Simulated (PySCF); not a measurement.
# AlHSCl (SMILES [SH][Al][Cl]): UPBE/STO-3G

What is the energy change on altering one bond length of AlHSCl at UPBE/STO-3G? The job is set up through a Python script.

The results are computed with PySCF 2.14.0.

8 further runs of the same task are left out: 8 set aside as unsound or not needed.

### Step 1. The structure to begin with

The species is AlHSCl (4 atoms), meant as a doublet with charge 0. As SMILES, `[SH][Al][Cl]`. The shape is that of a PBE0-D4/def2-TZVP optimisation.

Bond lengths: S1–Al2 2.193 Å, Al2–Cl3 2.107 Å, S1–H4 1.345 Å. Angles: S1–Al2–Cl3 115.5°, Al2–S1–H4 92.8°.

### Step 2. A single-point energy at UPBE/STO-3G

The input, input.py:

```python
# [SH][Al][Cl]
from pyscf import gto, dft

system = gto.Mole()
system.atom = '''
S      0.831102     1.861191    -1.407279
Al    -0.744741    -0.993807     1.151032
Cl     0.427456    -4.738299     0.474321
H     -0.408937     3.756965    -0.256247
'''
system.spin = 1
system.charge = 0
system.verbose = 3
system.basis = 'sto-3g'
system.unit = 'bohr'
system.max_memory = 1860
system.build()

mf = dft.UKS(system, xc='pbe')
mf.grids.level = 5
mf.conv_tol = 1e-10
mf.kernel()
if not mf.converged:
    mf = mf.newton().run(mf.mo_coeff, mf.mo_occ)

e_final = mf.e_tot
print(f'total energy: {e_final:.8f} hartree')
```

On the command line:

```console
$ OMP_NUM_THREADS=1 python input.py
```

Log:

```text
WARN: HOMO -0.151258083640446 >= LUMO -0.151258083640449

converged SCF energy = -1088.59099545308  <S^2> = 0.75229906  2S+1 = 2.0022977
total energy: -1088.59099545 hartree
```

Wall time 6 s (1 thread of Arm Neoverse V2, shared host); peak memory 0.24 GiB.

### Step 3. The distorted shape, same level

The input, run.py:

```python
from pyscf import gto, dft

mol = gto.M(
    atom=[
    ('S', (1.940815, 3.704331, -3.181532)),
    ('Al', (-0.394100, -0.525900, 0.609100)),
    ('Cl', (0.226200, -2.507400, 0.251000)),
    ('H', (1.284615, 4.707531, -2.572432)),
],
    basis='sto-3g',
    max_memory=1860,
    spin=1,
    verbose=3,
)

ks = dft.UKS(mol)
ks.xc = 'pbe'
ks.grids.level = 5
ks.conv_tol = 1e-10
ks.kernel()
if not ks.converged:
    ks = ks.newton().run(ks.mo_coeff, ks.mo_occ)

e_final = ks.e_tot
print('Final energy', e_final)
```

On the command line:

```console
$ OMP_NUM_THREADS=1 python run.py
```

Log:

```text
WARN: HOMO -0.219481571678991 >= LUMO -0.219481571678992

WARN: HOMO 0.0121866045197017 >= LUMO 0.012186607921651

converged SCF energy = -1088.48892577766  <S^2> = 0.75069253  2S+1 = 2.0006924
Final energy -1088.4889257776563
```

Wall time 3.3 s (1 thread of Arm Neoverse V2, shared host); peak memory 0.22 GiB.

### Step 4. Results

At UPBE/STO-3G:

| quantity | value |
| --- | --- |
| first shape: total energy | -1088.59100 Eh |
| first shape: dipole moment | 3.93 D |
| first shape: HOMO energy (highest over α and β) | -1.51 eV |
| first shape: LUMO energy (lowest over α and β) | -0.02 eV |
| first shape: ⟨S²⟩ | 0.752 |
| distorted shape: total energy | -1088.48893 Eh |
| distorted shape: dipole moment | 4.12 D |
| distorted shape: HOMO energy (highest over α and β) | -1.63 eV |
| distorted shape: LUMO energy (lowest over α and β) | -1.47 eV |
| distorted shape: ⟨S²⟩ | 0.751 |
| energy change with the S1–Al2 bond stretched from 2.193 to 6.141 Å | 2.777 eV |

With the S1–Al2 bond stretched from 2.193 to 6.141 Å the energy rises by 2.78 eV (64 kcal/mol). The first shape isn't relaxed at this level, so the change isn't measured from a minimum. The minimal basis adds a large error of its own. Mulliken charges (distorted shape) run from -0.49 on Cl3 to +0.49 on Al2.
